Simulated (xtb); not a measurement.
H₃N, charge +1, doublet, geometry from GFN2-xTB of the parent state (a state made from the parent by changing its charge; the spin is typed, not shown lowest); GFN1-xTB in xtb 6.7.1.

Input for xtb:
```
$ xtb mol.xyz --gfn 1 --chrg 1 --uhf 1 --json

# file mol.xyz
4

N     -0.00088861     0.00220129     0.11002386
H      0.01587655     0.93846578    -0.27548989
H      0.81249024    -0.48875726    -0.24050098
H     -0.82214652    -0.46511757    -0.25417613
```

It wrote (shortened):

```
   ID    Z sym.   atoms
    1    7 N      1
    2    1 H      2-4

           -------------------------------------------------
          |                Calculation Setup                |
           -------------------------------------------------

           -------------------------------------------------
          |                 G F N 1 - x T B                 |
           -------------------------------------------------

          ...................................................
          :                      SETUP                      :
          :.................................................:
          :  # basis functions                  10          :
          :  # atomic orbitals                  10          :
          :  # shells                            8          :
          :  # electrons                         7          :
          :  # halogen bonds                     0          :
          :  max. iterations                   250          :
          :  Hamiltonian                  GFN1-xTB          :
          :  restarted?                      false          :
          :  GBSA solvation                  false          :
          :  PC potential                    false          :
          :  electronic temp.          300.0000000     K    :
          :  accuracy                    1.0000000          :
          :  -> integral cutoff          0.2500000E+02      :
          :  -> integral neglect         0.1000000E-07      :
          :  -> SCF convergence          0.1000000E-05 Eh   :
          :  -> wf. convergence          0.2000000E-04 e    :
          :  Broyden damping             0.4000000          :
          :  net charge                          1          :
          :  unpaired electrons                  1          :
          ...................................................

 iter      E             dE          RMSdq      gap      omega  full diag
   1     -4.2517164 -0.425172E+01  0.410E+00    8.49       0.0  T
   2     -4.2596935 -0.797716E-02  0.218E+00    9.23       1.0  T
   3     -4.2608942 -0.120061E-02  0.650E-01    9.75       1.0  T
   4     -4.2609317 -0.375174E-04  0.540E-03    9.68       9.3  T
   5     -4.2609317 -0.297308E-07  0.154E-05    9.67    3252.3  T
   6     -4.2609317 -0.817124E-13  0.500E-06    9.67    9991.3  T

   *** convergence criteria satisfied after 6 iterations ***

         :::::::::::::::::::::::::::::::::::::::::::::::::::::
         ::                     SUMMARY                     ::
         :::::::::::::::::::::::::::::::::::::::::::::::::::::
         :: total energy              -4.206658946980 Eh    ::
         :: gradient norm              0.064233168734 Eh/a0 ::
         :: HOMO-LUMO gap              9.673374038382 eV    ::
         ::.................................................::
         :: SCC energy                -4.260931707610 Eh    ::
         :: -> electrostatic           0.165346694868 Eh    ::
         :: repulsion energy           0.054565311560 Eh    ::
         :: dispersion energy         -0.000292550930 Eh    ::
         :: halogen bond corr.         0.000000000000 Eh    ::
         :: add. restraining           0.000000000000 Eh    ::
         :: total charge               1.000000000000 e     ::
         :::::::::::::::::::::::::::::::::::::::::::::::::::::

           -------------------------------------------------
          |                Property Printout                |
           -------------------------------------------------

    * Orbital Energies and Occupations

         #    Occupation            Energy/Eh            Energy/eV
      -------------------------------------------------------------
         1        2.0000           -1.1374200             -30.9508
         2        2.0000           -0.9260162             -25.1982
         3        2.0000           -0.9260162             -25.1982
         4        1.0000           -0.8352186             -22.7275 (HOMO)
         5                         -0.4797286             -13.0541 (LUMO)
         6                         -0.3898645             -10.6088
         7                         -0.3898645             -10.6088
         8                         -0.0993847              -2.7044
         9                         -0.0993847              -2.7044
        10                          0.3170474               8.6273
      -------------------------------------------------------------
                  HL-Gap            0.3554900 Eh            9.6734 eV
             Fermi-level           -0.7690455 Eh          -20.9268 eV

  Mulliken/CM5 charges         n(s)   n(p)   n(d)
     1N    -0.03452 -0.58158   1.531  3.503  0.000
     2H     0.34484  0.52719   0.655  0.000  0.000
     3H     0.34484  0.52719   0.655  0.000  0.000
     4H     0.34484  0.52719   0.655  0.000  0.000

Wiberg/Mayer (AO) data.
largest (>0.10) Wiberg bond orders for each atom

 ---------------------------------------------------------------------------
     #   Z sym  total        # sym  WBO       # sym  WBO       # sym  WBO
 ---------------------------------------------------------------------------
     1   7 N    2.626 --     4 H    0.875     2 H    0.875     3 H    0.875
     2   1 H    0.881 --     1 N    0.875
     3   1 H    0.881 --     1 N    0.875
     4   1 H    0.881 --     1 N    0.875
 ---------------------------------------------------------------------------

Topologies differ in total number of bonds
Writing topology from bond orders to xtbtopo.mol

 dipole moment from electron density (au)
     X       Y       Z
   0.0056  -0.0138  -0.6892  total (Debye):    1.752

           -------------------------------------------------
          | TOTAL ENERGY               -4.206658946980 Eh   |
          | GRADIENT NORM               0.064233168734 Eh/α |
          | HOMO-LUMO GAP               9.673374038382 eV   |
           -------------------------------------------------

normal termination of xtb
```
